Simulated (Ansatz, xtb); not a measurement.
## C2HOS−: which of two structures lies lower

Structure I: a singlet given by its coordinates. Structure II: `O=C=C[S-]`, a singlet. Both are isolated ions in the gas phase, relaxed with BLYP-D3(BJ)/def2-SVPD.

I (Å):

```yaml
atoms:
  - { symbol: C, position_ang: [-2.9504, 0.9517, -2.9167] }
  - { symbol: C, position_ang: [-2.1866, 0.6653, -1.9299] }
  - { symbol: O, position_ang: [-3.5915, 1.1321, -3.9561] }
  - { symbol: S, position_ang: [-2.1236, 1.0985, -0.2354] }
  - { symbol: H, position_ang: [-1.0125, 0.3884, 0.1557] }
```

Close contacts (Å): C1–C2 1.28, C1–O3 1.23, C2–S4 1.75, S4–H5 1.38.

II (Å):

```csv
atom,x (Å),y (Å),z (Å)
C,-2.1129,1.2020,-1.5021
C,-2.8498,0.5300,-2.3751
O,-3.5120,-0.1180,-3.1442
S,-1.3741,0.3418,-0.0825
H,-1.9684,2.2840,-1.6712
```

Quicker runs give these differences E(II) − E(I): GFN2-xTB −18.2 kcal/mol; HF/STO-3G −4.8 kcal/mol (at GFN2-xTB geometries); r2SCAN-D4/def2-SVPD −17.4 kcal/mol (at GFN2-xTB geometries).

**Question.** Estimate E(II) − E(I) at the level CCSD(T)/def2-SVPD + ΔMP2/def2-TZVPPD.

**Answer.** Calculated at CCSD(T)/def2-SVPD + ΔMP2/def2-TZVPPD: E(II) − E(I) = −14.8 kcal/mol, so structure II lies lower.

Level by level:

```tsv
level	geometry	E(II) − E(I) (kcal/mol)	departure from the last row (kcal/mol)	job, with rough time for the two
GFN2-xTB	GFN2-xTB	−18.2	−3.4	optimisation, 0.23 s
HF/STO-3G	GFN2-xTB	−4.8	+10.0	single point, 0.2 s
r2SCAN-D4/def2-SVPD	GFN2-xTB	−17.4	−2.5	single point, 3.2 s
BLYP-D3(BJ)/def2-SVPD	BLYP-D3(BJ)/def2-SVPD	−17.2	−2.3	optimisation, 23 s
HF/def2-SVPD	BLYP-D3(BJ)/def2-SVPD	−22.9	−8.1	part of the CCSD(T) run
MP2/def2-SVPD	BLYP-D3(BJ)/def2-SVPD	−16.2	−1.4	part of the CCSD(T) run
CCSD(T)/def2-SVPD	BLYP-D3(BJ)/def2-SVPD	−17.8	−3.0	single point
CCSD(T)/def2-SVPD + ΔMP2/def2-TZVPPD	BLYP-D3(BJ)/def2-SVPD	−14.8		single point, 32 s
```

The levels shown agree on the order. The largest departure from CCSD(T)/def2-SVPD + ΔMP2/def2-TZVPPD is that of HF/STO-3G, 10.0 kcal/mol. The last row adds to CCSD(T) the change of the MP2 difference between the two basis sets, here +3.0 kcal/mol.

With harmonic frequencies from BLYP-D3(BJ)/def2-SVPD (ideal gas, rigid rotor, one conformer each, 298.15 K, 1 atm): on the last row, ΔE + ΔZPE = −13.4, ΔH = −13.7, ΔG = −13.1 kcal/mol.

The correlated steps freeze 8 core orbitals. Codes used: Ansatz 0.2.0, xtb 6.7.1; the last row on 1 thread of Intel(R) Xeon(R) 6975P-C (Granite Rapids) on a shared host.
